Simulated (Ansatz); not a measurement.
**CH3Si2−: an energy map over two coordinates**

Aim: map the energy of CH3Si2, SMILES [Si-]#C[SiH3], charge −1 over two coordinates, and find its wells, ridges and stiffness.

The runs use Ansatz 0.2.0; RKS PBE0-D4/def2-TZVPD.

### Step 1. The starting structure

6 atoms, charge -1, spin multiplicity 1.

Atoms are counted from 1 here; the program's logs count them from 0.

Bond lengths: Si1–C2 1.673 Å, C2–Si3 1.798 Å, Si3–H4 1.529 Å, Si3–H5 1.529 Å, Si3–H6 1.529 Å. Angles: Si1–C2–Si3 179.8°, C2–Si3–H4 115.8°, C2–Si3–H5 115.8°, C2–Si3–H6 115.8°, H4–Si3–H5 102.5°, H4–Si3–H6 102.5°, H5–Si3–H6 102.5°.

As a file:

```xyz
6
CH3Si2
Si    0.8186   -2.5669    1.1405
C     0.3486   -1.1001    0.4871
Si   -0.1527    0.4783   -0.2126
H    -1.4058    0.4509   -1.0891
H     0.8714    1.1582   -1.1226
H    -0.4801    1.5798    0.7967
```

This geometry comes from a loose relaxation at PBE in a small basis, which is not shown.

### Step 2. The minimum at this level

input.yaml reads:

```yaml
crystal:
  periodic: [false, false, false]
  atoms:
    - { symbol: Si, position_ang: [0.818605, -2.566928, 1.140479] }
    - { symbol: C, position_ang: [0.348602, -1.100133, 0.487108] }
    - { symbol: Si, position_ang: [-0.15272, 0.478261, -0.21262] }
    - { symbol: H, position_ang: [-1.405842, 0.450869, -1.089076] }
    - { symbol: H, position_ang: [0.871439, 1.158169, -1.122595] }
    - { symbol: H, position_ang: [-0.480074, 1.579761, 0.796703] }
total_charge: -1
basis:
  gaussian: { orbitals: def2-TZVPD }
hamiltonian:
  xc: pbe0
  dispersion: d4
output:
  forces: true
relax:
  f_tol: 0.003
  max_steps: 120
```

Run with:

```console
> ansatz run input.yaml --threads 1 --pin off --max-ram 2560MiB --backend cpu --events-out ev --progress --plain --runs-dir out
```

Log, shortened:

```text
Warning: RAYON_NUM_THREADS=1 ignored (pool sized by the plan → 1); use --threads N
[...]
Functional definition: PBE0
[...]
919 factors; their error is unknown
[...]
mean field -16832.65054458 eV, -618.5884979331 hartree, gradient 3.9e-5 eV, S^2 0.000000; 0 other end points of the search recorded, 0 dependent functions left out
[...]
reference -16832.65058074 eV, -618.5884992620 hartree; 19, 19 occupied and 131, 131 virtual orbitals, 919 factors
relax step   1: F+E_penalty+E_count = -16832.79375496 eV  Δ(F+E_penalty+E_count) = +0.000e0 eV  max|allowed force component| = 9.177e-1 eV/Å  Δτ_max = 0.0000 Å  (27 SCF iters, accepted)
[...]
relax step   3: F+E_penalty+E_count = -16832.82133915 eV  Δ(F+E_penalty+E_count) = -3.599e-3 eV  max|allowed force component| = 2.977e-2 eV/Å  Δτ_max = 0.0128 Å  (31 SCF iters, accepted)
[...]
relax step   4: F+E_penalty+E_count = -16832.82136264 eV  Δ(F+E_penalty+E_count) = -2.348e-5 eV  max|allowed force component| = 2.913e-3 eV/Å  Δτ_max = 0.0013 Å  (21 SCF iters, accepted)
919 factors; their error is unknown
mean field -16832.67695368 eV, -618.5894684495 hartree, gradient 7.1e-5 eV, S^2 0.000000; 1 other end points of the search recorded, 0 dependent functions left out
[...]
reference -16832.67698983 eV, -618.5894697778 hartree; 19, 19 occupied and 131, 131 virtual orbitals, 919 factors
Total energy: -16832.82139878 eV, -618.5947767091 hartree
Atom 0 at     0.806260    -2.530159     1.123689 Å, force    -0.000379    -0.001315    -0.000017 eV/Å
Atom 1 at     0.344568    -1.086048     0.481192 Å, force     0.000923     0.001767     0.000316 eV/Å
Atom 2 at    -0.152025     0.477026    -0.211876 Å, force     0.000136    -0.002913     0.000758 eV/Å
Atom 3 at    -1.390319     0.439528    -1.075623 Å, force    -0.000010     0.000840    -0.000237 eV/Å
Atom 4 at     0.865142     1.141020    -1.109248 Å, force    -0.000590     0.000871    -0.000080 eV/Å
Atom 5 at    -0.473617     1.558632     0.791865 Å, force    -0.000080     0.000750    -0.000741 eV/Å
Dipole moment:    -0.098982     0.312403    -0.138322 e Å
```

It took 25 s on 1 thread of Intel Xeon Platinum 8259CL at 2.50GHz (Skylake/Cascade Lake), shared host; peak memory 0.28 GiB.

The steps of the relaxation:

```tsv
step	energy from step 1 (eV)	largest force component (eV/Å)
1	0.0000	0.9177
2	-0.0240	0.3962
3	-0.0276	0.0298
4	-0.0276	0.0029
```

Close pairs (by a distance rule), those that changed most:

```tsv
bond	before (Å)	after (Å)	change (Å)
Si1–C2	1.673	1.647	-0.026
Si3–H5	1.529	1.510	-0.019
Si3–H6	1.529	1.510	-0.019
Si3–H4	1.529	1.510	-0.019
C2–Si3	1.798	1.780	-0.017
```

### Step 3. Plan of the scan

- angle Si1–C2–Si3 (carried through 180): 15 values from 140.0 to 220.0 °
- change of the bonds C2–Si1, C2–Si3, all alike: 15 values from −0.188 to 0.291 Å

Nothing else is relaxed (all other coordinates rigid). Energies count from the relaxed molecule at the same level. Points are written as (first, second).

Below, 3 of the grid's runs; all are launched alike.

### Step 4. Grid point (214.3°, 0.017 Å)

input.yaml reads:

```yaml
crystal:
  periodic: [false, false, false]
  atoms:
    - { symbol: Si, position_ang: [0.317772, -2.605841, 1.157361] }
    - { symbol: C, position_ang: [0.344568, -1.086048, 0.481192] }
    - { symbol: Si, position_ang: [-0.644944, 0.285875, -0.126809] }
    - { symbol: H, position_ang: [-1.921546, -0.099247, -0.835895] }
    - { symbol: H, position_ang: [0.039343, 1.185056, -1.128817] }
    - { symbol: H, position_ang: [-1.123772, 1.256843, 0.926156] }
total_charge: -1
basis:
  gaussian: { orbitals: def2-TZVPD }
hamiltonian:
  xc: pbe0
  dispersion: d4
output:
  forces: true
```

Run with:

```console
> ansatz run input.yaml --threads 1 --pin off --max-ram 2560MiB --backend cpu --events-out ev --progress --plain --runs-dir out
```

Log, shortened:

```text
Warning: RAYON_NUM_THREADS=1 ignored (pool sized by the plan → 1); use --threads N
[...]
[... 1 set-up line as earlier in the session ...]
[...]
919 factors; their error is unknown
[...]
mean field -16832.53963228 eV, -618.5844219813 hartree, gradient 6.5e-5 eV, S^2 0.000000; 0 other end points of the search recorded, 0 dependent functions left out
[...]
reference -16832.53966874 eV, -618.5844233212 hartree; 19, 19 occupied and 131, 131 virtual orbitals, 919 factors
Total energy: -16832.68688615 eV, -618.5898334612 hartree
Atom 0 at     0.317772    -2.605841     1.157361 Å, force     0.250940     0.364379    -0.162869 eV/Å
Atom 1 at     0.344568    -1.086048     0.481192 Å, force    -0.613328    -0.239817     0.136766 eV/Å
Atom 2 at    -0.644944     0.285875    -0.126809 Å, force     0.314648    -0.204259     0.061558 eV/Å
Atom 3 at    -1.921546    -0.099247    -0.835895 Å, force     0.029960     0.017947    -0.011090 eV/Å
Atom 4 at     0.039343     1.185056    -1.128817 Å, force    -0.014919     0.052944    -0.023110 eV/Å
Atom 5 at    -1.123772     1.256843     0.926156 Å, force     0.032699     0.008806    -0.001255 eV/Å
Dipole moment:    -0.266410     0.223066    -0.095897 e Å
```

Run time: 4.8 s. Hardware: 1 thread of Intel Xeon Platinum 8259CL at 2.50GHz (Skylake/Cascade Lake), shared host; peak memory 0.28 GiB.

Energy on the map's scale: 13 kJ/mol.

### Step 5. The run at (180.0°, 0.017 Å)

input.yaml reads:

```yaml
crystal:
  periodic: [false, false, false]
  atoms:
    - { symbol: Si, position_ang: [0.809464, -2.545484, 1.130507] }
    - { symbol: C, position_ang: [0.344568, -1.086048, 0.481192] }
    - { symbol: Si, position_ang: [-0.158455, 0.491501, -0.218293] }
    - { symbol: H, position_ang: [-1.397057, 0.452897, -1.081548] }
    - { symbol: H, position_ang: [0.857762, 1.156404, -1.11607] }
    - { symbol: H, position_ang: [-0.480614, 1.57282, 0.785575] }
total_charge: -1
basis:
  gaussian: { orbitals: def2-TZVPD }
hamiltonian:
  xc: pbe0
  dispersion: d4
output:
  forces: true
```

Run with:

```console
> ansatz run input.yaml --threads 1 --pin off --max-ram 2560MiB --backend cpu --events-out ev --progress --plain --runs-dir out
```

Log, shortened:

```text
Warning: RAYON_NUM_THREADS=1 ignored (pool sized by the plan → 1); use --threads N
[...]
[... 1 set-up line as earlier in the session ...]
[...]
919 factors; their error is unknown
[...]
mean field -16832.66837692 eV, -618.5891532593 hartree, gradient 1.1e-5 eV, S^2 0.000000; 0 other end points of the search recorded, 0 dependent functions left out
[...]
reference -16832.66841307 eV, -618.5891545878 hartree; 19, 19 occupied and 131, 131 virtual orbitals, 919 factors
Total energy: -16832.81193504 eV, -618.5944289231 hartree
Atom 0 at     0.809464    -2.545484     1.130507 Å, force    -0.192146     0.603594    -0.269113 eV/Å
Atom 1 at     0.344568    -1.086048     0.481192 Å, force     0.076882    -0.242897     0.109638 eV/Å
Atom 2 at    -0.158455     0.491501    -0.218293 Å, force     0.103197    -0.323990     0.143157 eV/Å
Atom 3 at    -1.397057     0.452897    -1.081548 Å, force     0.008318    -0.010005     0.007932 eV/Å
Atom 4 at     0.857762     1.156404    -1.116070 Å, force    -0.000969    -0.012436     0.008138 eV/Å
Atom 5 at    -0.480614     1.572820     0.785575 Å, force     0.004719    -0.014266     0.000249 eV/Å
Dipole moment:    -0.102860     0.322492    -0.142788 e Å
```

Wall time 4.9 s (1 thread of Intel Xeon Platinum 8259CL at 2.50GHz (Skylake/Cascade Lake), shared host); peak memory 0.28 GiB.

On the map this point reads 0.9 kJ/mol.

### Step 6. The run at (202.9°, 0.188 Å)

input.yaml reads:

```yaml
crystal:
  periodic: [false, false, false]
  atoms:
    - { symbol: Si, position_ang: [0.497356, -2.75645, 1.224368] }
    - { symbol: C, position_ang: [0.344568, -1.086048, 0.481192] }
    - { symbol: Si, position_ang: [-0.570502, 0.5073, -0.225096] }
    - { symbol: H, position_ang: [-1.847112, 0.238309, -0.98585] }
    - { symbol: H, position_ang: [0.232451, 1.338834, -1.197008] }
    - { symbol: H, position_ang: [-1.001364, 1.519645, 0.80946] }
total_charge: -1
basis:
  gaussian: { orbitals: def2-TZVPD }
hamiltonian:
  xc: pbe0
  dispersion: d4
output:
  forces: true
```

Run with:

```console
> ansatz run input.yaml --threads 1 --pin off --max-ram 2560MiB --backend cpu --events-out ev --progress --plain --runs-dir out
```

Log, shortened:

```text
Warning: RAYON_NUM_THREADS=1 ignored (pool sized by the plan → 1); use --threads N
[...]
[... 1 set-up line as earlier in the session ...]
[...]
919 factors; their error is unknown
[...]
mean field -16831.77303212 eV, -618.5562499450 hartree, gradient 2.7e-5 eV, S^2 0.000000; 0 other end points of the search recorded, 0 dependent functions left out
[...]
reference -16831.77306876 eV, -618.5562512913 hartree; 19, 19 occupied and 131, 131 virtual orbitals, 919 factors
Total energy: -16831.90948442 eV, -618.5612644743 hartree
Atom 0 at     0.497356    -2.756450     1.224368 Å, force    -0.343682     4.488733    -1.997274 eV/Å
Atom 1 at     0.344568    -1.086048     0.481192 Å, force    -1.072505    -2.104410     0.948677 eV/Å
Atom 2 at    -0.570502     0.507300    -0.225096 Å, force     1.184487    -2.089700     0.917177 eV/Å
Atom 3 at    -1.847112     0.238309    -0.985850 Å, force     0.107371    -0.070070     0.054962 eV/Å
Atom 4 at     0.232451     1.338834    -1.197008 Å, force     0.036627    -0.107737     0.069384 eV/Å
Atom 5 at    -1.001364     1.519645     0.809460 Å, force     0.087702    -0.116816     0.007073 eV/Å
Dipole moment:    -0.289563     0.354106    -0.155955 e Å
```

It took 5.7 s on 1 thread of Intel Xeon Platinum 8259CL at 2.50GHz (Skylake/Cascade Lake), shared host; peak memory 0.27 GiB.

On the map this point reads 88 kJ/mol.

### Step 7. The map

225 points were computed. Energies in kJ/mol, from the relaxed molecule at the same level:

```tsv
change of the bonds C2–Si1, C2–Si3, all alike (Å) ↓, angle Si1–C2–Si3 (carried through 180) (°) →	140.0	145.7	151.4	157.1	162.9	168.6	174.3	180.0	185.7	191.4	197.1	202.9	208.6	214.3	220.0
0.291	177	177	176	176	176	176	176	176	176	176	176	176	176	177	177
0.257	147	147	146	145	145	144	144	144	144	144	145	145	146	147	147
0.223	119	118	117	116	115	115	114	114	114	115	115	116	117	118	119
0.188	93	91	89	88	87	86	86	86	86	86	87	88	89	91	93
0.154	69	67	65	64	62	61	61	61	61	61	62	64	65	67	69
0.120	49	47	44	42	41	40	39	39	39	40	41	42	44	47	50
0.086	34	30	28	25	23	22	21	21	21	22	23	25	28	30	34
0.051	22	19	15	13	11	9	8	8	8	9	11	13	15	19	22
0.017	17	13	9	6	4	2	1	1	1	2	4	6	9	13	17
−0.017	19	14	10	7	4	2	1	1	1	2	4	7	10	14	19
−0.051	29	24	19	16	13	11	10	9	10	11	13	16	19	24	29
−0.086	49	43	39	35	32	29	28	28	28	30	32	35	39	43	49
−0.120	80	74	69	65	61	59	58	57	58	59	61	65	69	74	80
−0.154	124	117	112	108	104	102	100	100	100	102	104	108	112	118	124
−0.188	183	176	171	166	162	160	158	158	158	160	162	166	171	176	183
```

The largest force on an atom (eV/Å) at each point:

```csv
"change of the bonds C2–Si1, C2–Si3, all alike (Å) ↓, angle Si1–C2–Si3 (carried through 180) (°) →",140.0,145.7,151.4,157.1,162.9,168.6,174.3,180.0,185.7,191.4,197.1,202.9,208.6,214.3,220.0
0.291,5.8,5.9,5.9,6.0,6.1,6.1,6.1,6.1,6.1,6.1,6.1,6.0,5.9,5.9,5.8
0.257,5.5,5.6,5.7,5.7,5.8,5.8,5.9,5.9,5.9,5.8,5.8,5.7,5.7,5.6,5.5
0.223,5.1,5.2,5.3,5.4,5.4,5.5,5.5,5.5,5.5,5.5,5.4,5.4,5.3,5.2,5.1
0.188,4.7,4.8,4.9,4.9,5.0,5.0,5.0,5.1,5.0,5.0,5.0,4.9,4.9,4.8,4.7
0.154,4.1,4.2,4.3,4.4,4.4,4.5,4.5,4.5,4.5,4.5,4.4,4.4,4.3,4.2,4.1
0.120,3.4,3.5,3.6,3.7,3.7,3.8,3.8,3.8,3.8,3.8,3.7,3.7,3.6,3.5,3.4
0.086,2.6,2.7,2.8,2.8,2.9,2.9,2.9,3.0,2.9,2.9,2.9,2.8,2.8,2.7,2.6
0.051,1.5,1.6,1.7,1.8,1.8,1.9,1.9,1.9,1.9,1.9,1.8,1.8,1.7,1.6,1.5
0.017,0.7,0.7,0.6,0.6,0.6,0.7,0.7,0.7,0.7,0.7,0.6,0.6,0.6,0.7,0.7
−0.017,1.2,1.1,1.0,0.9,0.8,0.8,0.8,0.8,0.8,0.8,0.8,0.9,1.0,1.1,1.2
−0.051,2.8,2.7,2.7,2.6,2.5,2.5,2.5,2.4,2.5,2.5,2.5,2.6,2.7,2.7,2.8
−0.086,4.9,4.8,4.7,4.6,4.6,4.5,4.5,4.5,4.5,4.5,4.6,4.6,4.7,4.8,4.9
−0.120,7.2,7.1,7.0,7.0,6.9,6.9,6.8,6.8,6.8,6.9,6.9,7.0,7.0,7.1,7.2
−0.154,9.9,9.8,9.7,9.7,9.6,9.6,9.6,9.5,9.6,9.6,9.6,9.7,9.7,9.8,9.9
−0.188,13.0,12.9,12.9,12.8,12.8,12.7,12.7,12.7,12.7,12.7,12.8,12.8,12.9,12.9,13.0
```

### Step 8. Results

| quantity | value |
| --- | --- |
| lowest point | (180.0°, 0.017 Å), 0.9 kJ/mol |
| highest computed point | (220.0°, −0.188 Å), 182 kJ/mol above the lowest |
| largest force on an atom (eV/Å) | 0.6 at (202.9°, 0.017 Å) to 13.0 at (220.0°, −0.188 Å); 0.7 at the lowest point |
| time for the whole task | 20 min on 1 thread, shared host |

What this shows: The lowest computed point is at (180.0°, 0.017 Å), 0.9 kJ/mol from the relaxed molecule at the same level. The grid is coarse, so the lowest point of the scanned range may lie between grid points; coordinates that were held can hide deeper minima. The grid shows no other well, apart from its symmetry copies. The highest computed point, (220.0°, −0.188 Å), lies 182 kJ/mol above the lowest. Round the minimum the two coordinates are nearly uncoupled.
